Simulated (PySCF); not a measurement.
Gas-phase reaction: Si₂O₂ → 2 Si + 2 O

Computed with PySCF and rigid-rotor harmonic-oscillator thermochemistry at 1 bar. † marks an energy on the PBE0/def2-TZVP geometry and frequencies. MP2 and CCSD(T) freeze the core. Open shells (unrestricted): Si (multiplicity 3, electronic degeneracy 9), O (multiplicity 3, electronic degeneracy 9); the rest are closed-shell singlets. Spin-orbit splitting is ignored; it lowers the true energy and changes the entropy of Si, O. Si₂O₂: computed as isolated molecules; such fragments, hydroxides, amides, oligomers or adducts are transient or little studied in the gas. MP2 isn't extrapolated to the basis-set limit; its ΔH°(298 K) is 1678.8 kJ in def2-SVP and 1842.2 kJ in def2-TZVPP. CCSD(T) isn't extrapolated to the basis-set limit; its ΔH°(298 K) is 1592.8 kJ in def2-SVP and 1744.0 kJ in def2-TZVPP. The harmonic model lacks anharmonicity and excited electronic states, which grow with temperature; levels with a mode under 35 cm⁻¹ are left out.

```
level              ΔE electronic, kJ  ΔH°(298 K), kJ  ΔS°(298 K), J/K  ΔG°(1000 K), kJ
-----------------  -----------------  --------------  ---------------  ---------------
CCSD(T)/def2-SVP†               1604            1593              390             1195
HF/def2-TZVP†                   1184            1173              390              775
M06-2X/def2-TZVP†               1856            1845              390             1447
MP2/def2-SVP†                   1690            1679              390             1281
MP2/def2-TZVPP†                 1853            1842              390             1444
```
ΔH° is lowest at HF/def2-TZVP† and highest at M06-2X/def2-TZVP†. No reference value is set beside these.
